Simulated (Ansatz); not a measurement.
Total energies of F2O.

Z-matrix (Å, degrees):
```
O
F 1 1.381
F 1 1.381 2 103.9
```

The species carries charge 0 and has multiplicity 1. All single points use the PBE0-D4/def2-TZVP geometry. Basis def2-TZVPP, Ansatz 0.2.0.

RPA on PBE orbitals: Hartree–Fock energy of these orbitals -273.53092 Eh, correlation -1.12824 Eh (frozen core).

```json
{"functional": "PBE", "energy without D4 (Eh)": "-274.54345", "D4 term (kJ/mol)": "-1.6"}
{"functional": "BLYP", "energy without D4 (Eh)": "-274.78578", "D4 term (kJ/mol)": "-3.9"}
{"functional": "r2SCAN", "energy without D4 (Eh)": "-274.67225", "D4 term (kJ/mol)": "-0.4"}
{"functional": "B97M-V", "energy without D4 (Eh)": "-274.69004", "D4 term (kJ/mol)": "–"}
{"functional": "PBE0", "energy without D4 (Eh)": "-274.51743", "D4 term (kJ/mol)": "-1.3"}
{"functional": "r2SCANh", "energy without D4 (Eh)": "-274.64960", "D4 term (kJ/mol)": "-0.4"}
{"functional": "HSE06 (plane-wave form)", "energy without D4 (Eh)": "-274.50693", "D4 term (kJ/mol)": "-1.2"}
{"functional": "BHLYP", "energy without D4 (Eh)": "-274.65692", "D4 term (kJ/mol)": "-1.6"}
{"functional": "CAM-B3LYP", "energy without D4 (Eh)": "-274.71714", "D4 term (kJ/mol)": "-1.3"}
{"functional": "LC-ωPBE", "energy without D4 (Eh)": "-274.63155", "D4 term (kJ/mol)": "–"}
{"functional": "ωB97X-V", "energy without D4 (Eh)": "-274.68972", "D4 term (kJ/mol)": "–"}
{"functional": "ωB97M-V", "energy without D4 (Eh)": "-274.71937", "D4 term (kJ/mol)": "–"}
{"functional": "B2PLYP", "energy without D4 (Eh)": "-274.63134", "D4 term (kJ/mol)": "–"}
{"functional": "PBE-QIDH", "energy without D4 (Eh)": "-274.46837", "D4 term (kJ/mol)": "–"}
```

Task: Give the same for LDA (SPW92), revPBE, B3LYP, r2SCAN0. (Estimate.)

Result: Computed: 
```
 functional  energy without D4 (Eh)  D4 term (kJ/mol)
LDA (SPW92)              -273.00388                 –
     revPBE              -274.71407              -7.2
      B3LYP              -274.78491              -2.6
    r2SCAN0              -274.61691              -0.4
```

B3LYP takes the VWN-RPA correlation (the form of Gaussian; ORCA's B3LYP/G). HSE06 is the plane-wave form, built on full-range PBE exchange. The double hybrids freeze the cores in their second-order part.

LC-ωPBE has ω = 0.4 bohr⁻¹.
